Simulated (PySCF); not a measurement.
C3H6O2S.
Numbering: `[CH2:1]=[CH:2][S:3]([CH3:4])(=[O:5])=[O:6]` (hydrogens: H7, H8 on C1; H9 on C2; H10, H11, H12 on C4)

Theory: PySCF 2.14.0, PBE0-D3(BJ)/def2-SVP geometry optimisation, gas phase.

Problem. List the bond lengths, angles and torsions at this level.

Solution. 
| bond | length (bohr) |
| --- | --- |
| C1=C2 | 2.511 |
| C2–S3 | 3.360 |
| S3–C4 | 3.372 |
| S3=O5, S3=O6 | 2.759 |
| C1–H7 | 2.066 |
| C1–H8 | 2.069 |
| C2–H9 | 2.067 |
| C4–H10, C4–H11, C4–H12 | 2.074 |

Bonds in one row agree within 0.02 bohr and their mean is given. A selection of angles:
| angle | degrees |
| --- | --- |
| C2–C1–H7 | 121.5 |
| C2–C1–H8 | 119.7 |
| H7–C1–H8 | 118.8 |
| C1–C2–S3 | 119.3 |
| C1–C2–H9 | 125.4 |
| S3–C2–H9 | 115.0 |
| C2–S3–C4 | 103.8 |
| C2–S3–O5 | 108.3 |
| C4–S3–O5 | 107.5 |
| O5–S3–O6 | 121.2 |
| S3–C4–H10 | 109.5 |
| S3–C4–H12 | 105.1 |
| H10–C4–H11 | 112.0 |
| H10–C4–H12 | 110.1 |

Dihedral angles: C1–C2–S3–C4 -115° (anticlinal). The mirror-image conformer, all signs reversed, is as good.

Of the pairs four or more bonds apart, O5···H8 is among the closest relative to their van der Waals radii: 2.43 Å, 89 % of the sum of Bondi's values. S3 (sulfonyl sulfur) is distorted tetrahedral (angles from 103.8° to 121.2°).

Point group: C1 (no symmetry element, even within 0.4 Å). No PBE0-D3(BJ)/def2-SVP frequencies stand behind this structure, so it isn't proved a minimum. The numbers are those of one conformer.
